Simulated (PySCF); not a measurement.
Molecule: `InChI=1S/C3H5ClO/c1-2-3(4)5/h2H2,1H3`.

Geometry:
```json
{"atom": "C1", "x (Å)": "-1.176", "y (Å)": "-0.348", "z (Å)": "0.040"}
{"atom": "C2", "x (Å)": "0.054", "y (Å)": "0.535", "z (Å)": "-0.034"}
{"atom": "C3", "x (Å)": "1.337", "y (Å)": "-0.239", "z (Å)": "0.033"}
{"atom": "O4", "x (Å)": "1.467", "y (Å)": "-1.410", "z (Å)": "0.139"}
{"atom": "Cl5", "x (Å)": "2.772", "y (Å)": "0.838", "z (Å)": "-0.062"}
{"atom": "H6", "x (Å)": "-2.088", "y (Å)": "0.264", "z (Å)": "0.001"}
{"atom": "H7", "x (Å)": "-1.190", "y (Å)": "-0.932", "z (Å)": "0.971"}
{"atom": "H8", "x (Å)": "-1.204", "y (Å)": "-1.060", "z (Å)": "-0.797"}
{"atom": "H9", "x (Å)": "0.088", "y (Å)": "1.277", "z (Å)": "0.782"}
{"atom": "H10", "x (Å)": "0.089", "y (Å)": "1.133", "z (Å)": "-0.960"}
```

Geometry PBE0-D3(BJ)/def2-SVP throughout; GIAO in PySCF 2.14.0 with density-fitted response routines, gas phase, one conformer, non-relativistic; equivalent atoms averaged; functional PBE0.

Problem. How do the shifts δ (against TMS, H2O, HCl at the same level) depend on the basis set? (ppm; last column core-seconds on 1 thread of an Intel Xeon Platinum 8488C, shared host)

Solution. 
```csv
basis set,functions,C3,C2,C1,O4,Cl5,H9/H10,H6/H7/H8,core-s
pcSseg-0,59,197.6,44.4,11.5,651.6,453.5,2.89,1.29,3.6
cc-pVDZ,99,177.3,42.3,11.4,547.2,411.0,2.60,0.96,6.5
aug-cc-pVDZ,164,179.6,42.0,10.6,529.5,432.7,3.04,1.14,12
cc-pVTZ,224,183.2,43.2,10.3,567.4,435.7,2.93,1.05,19
IGLO-III,234,188.4,44.6,10.5,571.1,474.5,2.99,1.05,20
```

Problem. Which nucleus moves most, in ppm?

Solution. O4 (carbonyl oxygen): from 529.5 ppm with aug-cc-pVDZ to 651.6 ppm with pcSseg-0. The smallest spread is 0.33 ppm, at H6/H7/H8. Proton shifts span only some 12 ppm, so a few tenths of a ppm matter as much there as several ppm in carbon.

Problem. Taking the largest basis, IGLO-III (234 functions), as the yardstick, rank the others by their worst heavy-atom deviation.

Solution. cc-pVTZ 38.8 ppm (224 functions), aug-cc-pVDZ 41.9 ppm (164 functions), cc-pVDZ 63.6 ppm (99 functions), pcSseg-0 80.5 ppm (59 functions).

A small basis that lands close on one nucleus may do so by chance; judge by the trend and by all nuclei.
